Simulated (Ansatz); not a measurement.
```yaml
crystal:
  periodic: [false, false, false]
  atoms:
    - {symbol: B, position_ang: [-2.080077, -0.056878, -0.001074]}
    - {symbol: Ga, position_ang: [0.007853, -0.033116, -0.000232]}
    - {symbol: N, position_ang: [1.756746, 0.139147, 0.001552]}
    - {symbol: H, position_ang: [-2.645048, 0.967166, 0.005989]}
basis:
  gaussian: {orbitals: def2-TZVP}
magnetization: {spin_polarized: true, initial_magnetization: 2}
hamiltonian: {xc: pbe0}
relax: {f_tol: 0.004, max_steps: 80}
```

```sh
$ ansatz run in.yaml --threads 1 --pin off --events-out ev --progress --plain --max-ram 2176MiB
```

Steps of the relaxation (energy above the last step; positions in Å, forces in eV/Å):

```
4
step 1, 186.1 meV
B    -2.080   -0.057   -0.001    1.341   -0.333   -0.002
Ga    0.008   -0.033    0.000   -1.161   -0.040   -0.001
N     1.757    0.139    0.002    0.463   -0.069    0.000
H    -2.645    0.967    0.006   -0.644    0.441    0.003
```

```
4
step 2, 75.2 meV
B    -2.004    0.004   -0.001    0.247    0.489    0.004
Ga    0.035    0.028    0.000   -0.660    0.092    0.000
N     1.806    0.061    0.001    0.185   -0.096   -0.001
H    -2.798    0.923    0.006    0.229   -0.484   -0.003
```

```
4
step 3, 36.5 meV
B    -1.917    0.095    0.000   -0.971    0.726    0.005
Ga    0.042    0.141    0.001    0.208   -0.011    0.000
N     1.829   -0.048    0.000   -0.089   -0.010    0.000
H    -2.914    0.828    0.005    0.852   -0.706   -0.005
```

```
4
step 9, 0.0 meV
B    -1.901    0.182    0.001    0.003    0.000    0.000
Ga    0.053    0.177    0.001   -0.002    0.000    0.000
N     1.826   -0.093    0.000   -0.002    0.000    0.000
H    -2.940    0.751    0.004    0.001    0.000    0.000
```

Close pairs at the end: B1–H4 1.184 Å, Ga2–N3 1.793 Å, B1–Ga2 1.954 Å.

A stationary point of unrestricted PBE0 after 9 steps, with ⟨S²⟩ = 2.357 against 2.00 for a pure state; no frequencies were run, so it isn't proven a minimum. 2.3 min on 1 thread of Intel Xeon Platinum 8175M, shared host.
